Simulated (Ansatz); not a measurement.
AlH₂Cl, relaxed as a singlet with RKS r2SCAN-D4/def2-TZVP in Ansatz, starting from the GFN2-xTB geometry. Force threshold 0.02 eV/Å.

Start:

```xyz
4

Al   -0.038   -0.083   -0.032
H     0.054   -0.502   -1.509
H    -0.792   -1.046    0.900
Cl    0.777    1.631    0.641
```

```csv
step,energy (eV),largest force component (eV/Å),SCF passes
1,-19152.4198,1.346,23
2,-19152.5326,0.045,28
3,-19152.5327,0.007,22
```

Force components are those of the run's own axes.

End:

Cartesian coordinates in Å:
```
Al -0.0647 -0.1362 -0.0535
H 0.0920 -0.4653 -1.5849
H -0.8127 -1.0468 0.9902
Cl 0.7854 1.6483 0.6481
```

By distances, no bond broke or formed. The bond that changes most is Al1–Cl4, from 2.01 to 2.10 Å (atoms count from 1).

No frequencies were taken in this run, so the end may be a saddle point.

It took 2.8 s on 4 threads of Arm Neoverse V2 on a shared host.
